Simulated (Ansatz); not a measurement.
A made-up structure of Al$_{2}$SiH$_{6}$, singlet:

Al1  (-1.279, 0.919, -1.335)
Si2  (0.810, 0.442, -0.164)
Al3  (0.521, -1.332, 1.488)
H4  (-1.665, 0.112, -2.648)
H5  (-2.302, 1.984, -0.750)
H6  (1.170, -0.058, 2.003)
H7  (1.851, 0.031, -1.155)
H8  (0.705, -2.855, 1.073)
H9  (0.069, -0.983, 2.971)
(Å)

It is relaxed with PBE-D4/def2-SVP and then PBE0-D4/def2-TZVP (Ansatz 0.2.0). Atoms count as bonded within 1.22 times the sum of their covalent radii (H–H: 0.88 Å). The end point is not checked to be a true minimum.

Does its bonding change? (Judge from chemistry; the calculation decides.)

The calculation gives: Yes. Formed: Si2–H6; broken: Al3–H6.

Where it ends: The first stage lowers the energy by 2.83 eV in 13 steps. It ends as Al₂SiH₆ ([AlH2][SiH2][AlH2]):
Al1  (-1.179, 0.869, -1.167)
Si2  (0.818, 0.232, 0.085)
Al3  (0.374, -1.654, 1.572)
H4  (-1.508, 0.179, -2.559)
H5  (-2.203, 1.923, -0.561)
H6  (1.291, 1.398, 0.890)
H7  (1.906, -0.138, -0.872)
H8  (0.547, -3.145, 1.050)
H9  (-0.165, -1.404, 3.046)
(Å)

Labels in which every atom is bracketed show which atoms are joined, not bond orders.

For scale, one of the runs: PBE0-D4/def2-TZVP relaxation, 147 basis functions, launched by `ansatz run in.yaml --threads 2 --pin off --events-out ev --progress --plain --max-ram 4352MiB`. Hardware: 2 CPU threads of an Arm Neoverse V1, shared host. Wall time about 39 s.
